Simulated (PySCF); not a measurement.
**Curvature of the energy in the electron number along group 15**

Calculated with PySCF 2.14, in aug-cc-pVDZ, non-relativistic, aug-cc-pV(D+d)Z, non-relativistic, aug-cc-pVDZ-PP with ECP10MDF, ECP, aug-cc-pVDZ-PP with ECP28MDF, ECP, aug-cc-pVDZ-PP with ECP60MDF, ECP: one orbital is emptied in steps, and each cell gives the departure of E from the straight line at half an electron, in eV (from a cubic fit). The exact functional gives zero.

```csv
species,orbital,LDA,PBE,r2SCAN,PBE0,BHandHLYP,LC-wPBE,wB97X,UHF
N,2p alpha,-1.71,-1.65,-1.48,-1.15,-0.65,-0.43,-0.48,0.36
P,3p alpha,-1.09,-1.06,-0.97,-0.75,-0.46,-0.07,-0.15,0.17
As,4p alpha,-1.03,-1.00,-0.93,-0.71,-0.45,-0.05,-0.12,0.15
Sb,5p alpha,-0.92,-0.89,-0.83,-0.63,-0.41,-0.01,-0.08,0.12
Bi,6p alpha,-0.89,-0.86,-0.79,-0.61,-0.40,0.00,-0.08,0.11
```

How does the mean departure depend on the functional?

LDA -1.13 eV; PBE -1.09 eV; r2SCAN -1.00 eV; PBE0 -0.77 eV; BHandHLYP -0.47 eV; LC-wPBE -0.11 eV; wB97X -0.18 eV; UHF 0.18 eV. Semilocal functionals are convex (delocalisation error), Hartree-Fock is concave or straight, and exact exchange removes curvature roughly in proportion to its share, so among the functionals the range-separated hybrids usually come closest to zero.

No spin-orbit coupling is included.
